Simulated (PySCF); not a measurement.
**Nuclear quadrupole coupling in `[H]/P=P\C(=O)OC`**

Species: C₂H₄O₂P₂.
Geometry (GFN2-xTB, dihedral held, Å), atoms numbered from 1 in this order:
```xyz
10
C2H4O2P2 angstrom
C     -0.9394    0.2193   -1.9300
O     -0.6747    0.0980   -0.5450
C      0.5661    0.0020   -0.0960
O      0.7813   -0.1008    1.0852
P      1.9640    0.0328   -1.3674
P      3.5942   -0.1428   -0.1800
H     -0.4892    1.1271   -2.3403
H     -0.5730   -0.6514   -2.4801
H     -2.0234    0.2771   -2.0148
H      2.9010   -0.2058    1.0396
```

Field gradients from the PBE0/pcSseg-1 density (PySCF, non-relativistic), principal values in atomic units, ordered |Vxx| ≤ |Vyy| ≤ |Vzz|:

```
atom      Vxx      Vyy      Vzz
  O2  -0.5561  -1.2135   1.7696
  O4   0.6076   0.8930  -1.5006
```

Question: Find the asymmetry η = (Vxx − Vyy)/Vzz and the couplings χ = eQV/h (234.96 MHz × Q in barn × V in au), with Q(17O) = −0.0256 b.

Answer: 
```
atom                               environment  nucleus     η  χzz (MHz)  χxx (MHz)  χyy (MHz)
  O2  oxygen singly bound to a carbonyl carbon      17O  0.37     -10.64       3.34       7.30
  O4                           carbonyl oxygen      17O  0.19       9.03      -3.65      -5.37
```

Question: What is Vzz at O4 in SI units (1 au = 9.71736 × 10²¹ V/m²)?

Answer: -1.5006 au = -14.582 × 10²¹ V/m².

Question: And the gradient at the other heavy atoms, for which no coupling is worked out here?

Answer: 
| atom | environment | Vzz (au) | η |
| --- | --- | --- | --- |
| C1 | methoxy carbon | 0.478 | 0.07 |
| C3 | carbonyl carbon | 0.369 | 0.98 |
| P5 | phosphorus bonded to C and P | -1.387 | 0.38 |
| P6 | phosphorus bonded to P and H | 1.514 | 0.96 |

Question: What couplings would deuterons (Q(2H) = 0.00286 b) have in place of the hydrogens, at this geometry?

Answer: 
| atom | bonded to | bond length (Å) | Vzz (au) | η | χzz (kHz) |
| --- | --- | --- | --- | --- | --- |
| H7 | C1 | 1.093 | 0.2910 | 0.10 | 196 |
| H8 | C1 | 1.093 | 0.2910 | 0.10 | 196 |
| H9 | C1 | 1.089 | 0.3019 | 0.08 | 203 |
| H10 | P6 | 1.404 | 0.1758 | 0.05 | 118 |

The geometry is a constrained GFN2-xTB structure with the dihedral P5–C3–O2–C1 held at 0°, isolated molecule; it need not be a minimum. GFN2-xTB bond lengths can be off by several hundredths of an ångström, more for odd bonds, and the gradients follow them. These gradients aren't converged with respect to the basis.
